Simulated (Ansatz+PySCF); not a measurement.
**doublet C₃H₅: levels of theory in one basis**

```xyz
8

C    -0.0039   -0.0039   -0.4502
C    -0.0040    1.2240    0.1890
C     0.0078   -1.2359    0.1975
H    -0.0090    0.0014   -1.5347
H     0.0052    2.1562   -0.3723
H    -0.0003    1.2891    1.2912
H     0.0015   -2.1548   -0.3723
H    -0.0096   -1.2967    1.2860
```

Basis set: def2-SVP (spherical functions). Correlated methods keep 3 orbitals frozen. Correlation on ROHF uses semicanonical orbitals with singles. Charge 0, multiplicity 2.

Computed with Ansatz (development build ahead of 0.2.0); each method stands on the lowest determinant of its kind that the runs found. NEVPT2 correlates all electrons. Active spaces start from the frontier orbitals, and the lowest solution found is given.

```json
{"method": "ROHF", "E − E(ROHF) (eV)": "0.00", "<S²> of the determinant": "0.75"}
{"method": "UHF", "E − E(ROHF) (eV)": "-0.67", "<S²> of the determinant": "0.96"}
{"method": "ROHF-MP2", "E − E(ROHF) (eV)": "-10.92", "<S²> of the determinant": "–"}
{"method": "UHF-MP2", "E − E(ROHF) (eV)": "-10.70", "<S²> of the determinant": "0.96"}
{"method": "ROHF-CCSD", "E − E(ROHF) (eV)": "-12.02", "<S²> of the determinant": "–"}
{"method": "ROHF-CCSD(T)", "E − E(ROHF) (eV)": "-12.43", "<S²> of the determinant": "–"}
{"method": "CASSCF(3,3)", "E − E(ROHF) (eV)": "-1.09", "<S²> of the determinant": "–"}
```

**Question.** What does SC-NEVPT2(3,3) give on the same scale?

**Answer.** -11.35 eV. NEVPT2 here correlates all electrons, so it doesn't share the others' frozen core.

**Question.** Is a single determinant a sound starting point here?

**Answer.** Only with care. Unrestricted orbitals gain 0.67 eV and <S²> is 0.96 against 0.75 for a pure state, a contamination that matters most for the unrestricted series. The CASSCF(3,3) natural occupations are 1.90, 1.00, 0.10.

Caution for ROHF, ROHF-MP2, ROHF-CCSD, ROHF-CCSD(T): an unrestricted determinant lies well below. Caution for UHF, UHF-MP2: the unrestricted determinant is spin contaminated.
